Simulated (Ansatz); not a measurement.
Input for Ansatz (development build ahead of 0.2.0):

```yaml
crystal:
  periodic: [false, false, false]
  atoms:
    - { symbol: S, position_ang: [0.0, 0.0, 1.09415] }
    - { symbol: C, position_ang: [0.0, 1.13625, -0.00282] }
    - { symbol: C, position_ang: [0.0, -1.13625, -0.00282] }
    - { symbol: C, position_ang: [0.0, 0.65505, -1.16799] }
    - { symbol: C, position_ang: [0.0, -0.65505, -1.16799] }
    - { symbol: H, position_ang: [0.0, 2.10068, 0.26969] }
    - { symbol: H, position_ang: [0.0, -2.10068, 0.26969] }
    - { symbol: H, position_ang: [0.0, 1.2195, -1.998] }
    - { symbol: H, position_ang: [0.0, -1.2195, -1.998] }
basis:
  gaussian: { orbitals: def2-TZVP }
hamiltonian:
  xc: hf
```

The input is written out in the form of the current development build from the run's settings.

Output:

```json
{
 "Converged": "yes",
 "Total energy": "-551.30455 hartree",
 "Spin squared of the determinant": "0.000"
}
```

Caution: no unrestricted run beside it, a lower state can exist.
